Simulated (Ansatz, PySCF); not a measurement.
Breaking a bond: Na₂, singlet.

Levels: RKS-PBE = restricted PBE/cc-pVTZ (Ansatz, an electronic-structure program); UKS-PBE = unrestricted PBE/cc-pVTZ (Ansatz); UKS-wB97X-V = unrestricted wB97X-V/cc-pVTZ in PySCF; UCCSD(T) = CCSD(T) on UHF/cc-pVTZ, 2 core orbitals frozen in PySCF.

Energies relative to the lowest point of each curve near equilibrium, in kJ/mol; the last columns give the difference from UCCSD(T):

```json
[
 {"R / Å": "2.49", "RKS-PBE": "24.9", "UKS-PBE": "24.9", "UKS-wB97X-V": "25.9", "UCCSD(T)": "29.1", "RKS-PBE − UCCSD(T)": "-4.1", "UKS-PBE − UCCSD(T)": "-4.1", "UKS-wB97X-V − UCCSD(T)": "-3.2"},
 {"R / Å": "2.66", "RKS-PBE": "11.4", "UKS-PBE": "11.4", "UKS-wB97X-V": "11.5", "UCCSD(T)": "15.1", "RKS-PBE − UCCSD(T)": "-3.7", "UKS-PBE − UCCSD(T)": "-3.7", "UKS-wB97X-V − UCCSD(T)": "-3.5"},
 {"R / Å": "2.77", "RKS-PBE": "5.8", "UKS-PBE": "5.8", "UKS-wB97X-V": "5.7", "UCCSD(T)": "7.6", "RKS-PBE − UCCSD(T)": "-1.8", "UKS-PBE − UCCSD(T)": "-1.8", "UKS-wB97X-V − UCCSD(T)": "-2.0"},
 {"R / Å": "2.90", "RKS-PBE": "1.8", "UKS-PBE": "1.8", "UKS-wB97X-V": "1.5", "UCCSD(T)": "2.2", "RKS-PBE − UCCSD(T)": "-0.4", "UKS-PBE − UCCSD(T)": "-0.4", "UKS-wB97X-V − UCCSD(T)": "-0.7"},
 {"R / Å": "2.99", "RKS-PBE": "0.4", "UKS-PBE": "0.4", "UKS-wB97X-V": "0.2", "UCCSD(T)": "0.5", "RKS-PBE − UCCSD(T)": "0.0", "UKS-PBE − UCCSD(T)": "0.0", "UKS-wB97X-V − UCCSD(T)": "-0.3"},
 {"R / Å": "3.10", "RKS-PBE": "0.0", "UKS-PBE": "0.0", "UKS-wB97X-V": "0.0", "UCCSD(T)": "0.0", "RKS-PBE − UCCSD(T)": "0.0", "UKS-PBE − UCCSD(T)": "0.0", "UKS-wB97X-V − UCCSD(T)": "0.0"},
 {"R / Å": "3.16", "RKS-PBE": "0.3", "UKS-PBE": "0.3", "UKS-wB97X-V": "0.5", "UCCSD(T)": "0.4", "RKS-PBE − UCCSD(T)": "-0.1", "UKS-PBE − UCCSD(T)": "-0.1", "UKS-wB97X-V − UCCSD(T)": "0.1"},
 {"R / Å": "3.26", "RKS-PBE": "1.4", "UKS-PBE": "1.4", "UKS-wB97X-V": "2.0", "UCCSD(T)": "1.8", "RKS-PBE − UCCSD(T)": "-0.4", "UKS-PBE − UCCSD(T)": "-0.4", "UKS-wB97X-V − UCCSD(T)": "0.2"},
 {"R / Å": "3.43", "RKS-PBE": "4.8", "UKS-PBE": "4.8", "UKS-wB97X-V": "6.5", "UCCSD(T)": "5.8", "RKS-PBE − UCCSD(T)": "-1.0", "UKS-PBE − UCCSD(T)": "-1.0", "UKS-wB97X-V − UCCSD(T)": "0.7"},
 {"R / Å": "3.56", "RKS-PBE": "8.4", "UKS-PBE": "8.4", "UKS-wB97X-V": "11.1", "UCCSD(T)": "9.8", "RKS-PBE − UCCSD(T)": "-1.4", "UKS-PBE − UCCSD(T)": "-1.4", "UKS-wB97X-V − UCCSD(T)": "1.4"},
 {"R / Å": "3.84", "RKS-PBE": "17.9", "UKS-PBE": "17.9", "UKS-wB97X-V": "23.5", "UCCSD(T)": "19.8", "RKS-PBE − UCCSD(T)": "-1.9", "UKS-PBE − UCCSD(T)": "-1.9", "UKS-wB97X-V − UCCSD(T)": "3.8"},
 {"R / Å": "4.17", "RKS-PBE": "30.6", "UKS-PBE": "30.5", "UKS-wB97X-V": "39.2", "UCCSD(T)": "32.2", "RKS-PBE − UCCSD(T)": "-1.7", "UKS-PBE − UCCSD(T)": "-1.8", "UKS-wB97X-V − UCCSD(T)": "7.0"},
 {"R / Å": "4.65", "RKS-PBE": "48.8", "UKS-PBE": "46.5", "UKS-wB97X-V": "52.4", "UCCSD(T)": "48.6", "RKS-PBE − UCCSD(T)": "0.2", "UKS-PBE − UCCSD(T)": "-2.1", "UKS-wB97X-V − UCCSD(T)": "3.8"},
 {"R / Å": "5.06", "RKS-PBE": "62.8", "UKS-PBE": "56.6", "UKS-wB97X-V": "58.9", "UCCSD(T)": "59.5", "RKS-PBE − UCCSD(T)": "3.3", "UKS-PBE − UCCSD(T)": "-2.9", "UKS-wB97X-V − UCCSD(T)": "-0.6"},
 {"R / Å": "5.63", "RKS-PBE": "78.8", "UKS-PBE": "65.6", "UKS-wB97X-V": "63.4", "UCCSD(T)": "69.1", "RKS-PBE − UCCSD(T)": "9.7", "UKS-PBE − UCCSD(T)": "-3.5", "UKS-wB97X-V − UCCSD(T)": "-5.7"},
 {"R / Å": "6.20", "RKS-PBE": "90.8", "UKS-PBE": "70.1", "UKS-wB97X-V": "65.1", "UCCSD(T)": "73.4", "RKS-PBE − UCCSD(T)": "17.4", "UKS-PBE − UCCSD(T)": "-3.3", "UKS-wB97X-V − UCCSD(T)": "-8.4"},
 {"R / Å": "6.83", "RKS-PBE": "100.2", "UKS-PBE": "72.2", "UKS-wB97X-V": "65.6", "UCCSD(T)": "75.5", "RKS-PBE − UCCSD(T)": "24.7", "UKS-PBE − UCCSD(T)": "-3.2", "UKS-wB97X-V − UCCSD(T)": "-9.9"},
 {"R / Å": "7.55", "RKS-PBE": "107.0", "UKS-PBE": "73.0", "UKS-wB97X-V": "65.8", "UCCSD(T)": "76.5", "RKS-PBE − UCCSD(T)": "30.5", "UKS-PBE − UCCSD(T)": "-3.5", "UKS-wB97X-V − UCCSD(T)": "-10.7"},
 {"R / Å": "8.38", "RKS-PBE": "111.4", "UKS-PBE": "73.2", "UKS-wB97X-V": "65.8", "UCCSD(T)": "77.0", "RKS-PBE − UCCSD(T)": "34.4", "UKS-PBE − UCCSD(T)": "-3.8", "UKS-wB97X-V − UCCSD(T)": "-11.2"},
 {"R / Å": "9.35", "RKS-PBE": "114.0", "UKS-PBE": "73.3", "UKS-wB97X-V": "65.8", "UCCSD(T)": "77.2", "RKS-PBE − UCCSD(T)": "36.8", "UKS-PBE − UCCSD(T)": "-3.9", "UKS-wB97X-V − UCCSD(T)": "-11.4"}
]
```

RKS-PBE is furthest from UCCSD(T) at 9.35 (36.8 kJ/mol, above); its mean absolute difference over the points is 8.7 kJ/mol.

UKS-PBE is furthest from UCCSD(T) at 2.49 (-4.1 kJ/mol, below); its mean absolute difference over the points is 2.1 kJ/mol.

UKS-wB97X-V is furthest from UCCSD(T) at 9.35 (-11.4 kJ/mol, below); its mean absolute difference over the points is 4.2 kJ/mol.

The restricted form behind RKS-PBE keeps the bonding electrons paired and can't separate into open-shell fragments. The unrestricted determinant behind UKS-PBE, UKS-wB97X-V is spin-contaminated at 4.17 to 9.35 Å (<S²> up to 1.0, against 0.00 for a pure singlet). The unrestricted determinant behind UCCSD(T) is spin-contaminated at 2.49 to 9.35 Å (<S²> up to 1.0, against 0.00 for a pure singlet).
